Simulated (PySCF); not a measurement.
First SCF of a structure search on doublet SO₂F, at a hand-made T-shaped (ligand arrangement 1) geometry. PySCF input:

```python
from pyscf import gto, scf, dft
mol = gto.M(atom='''
S      0.000000     0.000000     0.000000
O      1.509100     0.000000     0.052700
O     -1.509100     0.000000     0.052700
F      0.000000     0.000000     1.670000''',
    basis={'S': 'def2-TZVP', 'O': 'def2-TZVP', 'F': 'def2-TZVP'},
    charge=0, spin=1)
mf = dft.UKS(mol, xc='PBE0')
mf.grids.atom_grid = (50, 194)
aux = {'S': 'def2-universal-JKFIT', 'O': 'def2-universal-JKFIT', 'F': 'def2-universal-JKFIT'}
mf = mf.density_fit(auxbasis=aux)
mf.conv_tol = 1e-08
mf.diis_space = 10
mf.max_cycle = 60
mf.init_guess = 'minao'
mf.verbose = 4
mf.kernel()
```

Excerpt of the output (cycles alone):

```
init E= -648.777163918967
cycle= 1 E= -647.817324567438  delta_E= 0.96  |g|= 0.812  |ddm|= 1.91
cycle= 2 E= -646.885543571207  delta_E= 0.932  |g|= 1.79  |ddm|= 1.47
cycle= 3 E= -648.061788179279  delta_E= -1.18  |g|= 0.186  |ddm|= 0.976
cycle= 4 E= -648.06752492614  delta_E= -0.00574  |g|= 0.129  |ddm|= 0.143
cycle= 5 E= -648.072985908296  delta_E= -0.00546  |g|= 0.0113  |ddm|= 0.0694
cycle= 6 E= -648.073049418554  delta_E= -6.35e-05  |g|= 0.00284  |ddm|= 0.0121
cycle= 7 E= -648.073055688845  delta_E= -6.27e-06  |g|= 0.000988  |ddm|= 0.00553
cycle= 8 E= -648.073056528187  delta_E= -8.39e-07  |g|= 0.000251  |ddm|= 0.00132
cycle= 9 E= -648.073056680929  delta_E= -1.53e-07  |g|= 0.000119  |ddm|= 0.000802
cycle= 10 E= -648.073056703176  delta_E= -2.22e-08  |g|= 3.84e-05  |ddm|= 0.000345
cycle= 11 E= -648.073056705274  delta_E= -2.1e-09  |g|= 1.14e-05  |ddm|= 9.67e-05
Extra cycle  E= -648.073056705462  delta_E= -1.88e-10  |g|= 1.06e-05  |ddm|= 1.96e-05
converged SCF energy = -648.073056705462  <S^2> = 0.75760188  2S+1 = 2.0075875
```

No lower solution of this spin was found by a stability analysis within the unrestricted form.

The search for the lowest solution, with the stability check, took 31 s on 4 threads of a shared Arm Neoverse V1 host, with 130 basis functions; the process peaked at 0.42 GiB. Launch command: `OMP_NUM_THREADS=4 python axn.py task.json out`.
